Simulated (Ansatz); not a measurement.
System: hcp Zr. Method: PBE (plane waves, PAW; Ansatz, a program for electronic structure).

Numerical settings: plane-wave cutoff 520 eV, 24×24×12 k mesh (along the axes of the cell as run), Fermi–Dirac smearing 0.035 eV (set by the program), scalar-relativistic PAW data made under PBE.

Cell (relaxed at this level):

Space group P6₃/mmc (No. 194); a = b = 3.2322 Å, c = 5.1706 Å, α = β = 90.00°, γ = 120.00°

```
atom  site  symmetry       x       y       z
----  ----  --------  ------  ------  ------
Zr      2c      -6m2  0.3333  0.6667  0.2500
```

What does this level give for the elastic constant C12, elastic constant C11, elastic constant C13, Voigt–Reuss–Hill shear modulus (Hill average), elastic constant C33, elastic constant C44 and elastic constant C66?


elastic constant C12: 65.0 GPa
elastic constant C11: 143 GPa
elastic constant C13: 66.1 GPa
Voigt–Reuss–Hill shear modulus (Hill average): 34.4 GPa
elastic constant C33: 162 GPa
elastic constant C44: 26.6 GPa
elastic constant C66: 39.2 GPa

Measured, for comparison: elastic constant C12 67.2 GPa, elastic constant C11 155 GPa, elastic constant C13 64.6 GPa, elastic constant C33 172 GPa, elastic constant C44 36.3 GPa (4 K, zero-point motion not removed; as tabulated in Clouet (2012), arXiv:1210.1082). Computed (rounded) less measured: elastic constant C12 -3 %, elastic constant C11 -8 %, elastic constant C13 +2 %, elastic constant C33 -6 %, elastic constant C44 -27 %.

Elastic constants are with the ions relaxed.

The computed numbers hold no vibrational or temperature effects.

It cost roughly 19 core-minutes of CPU time.
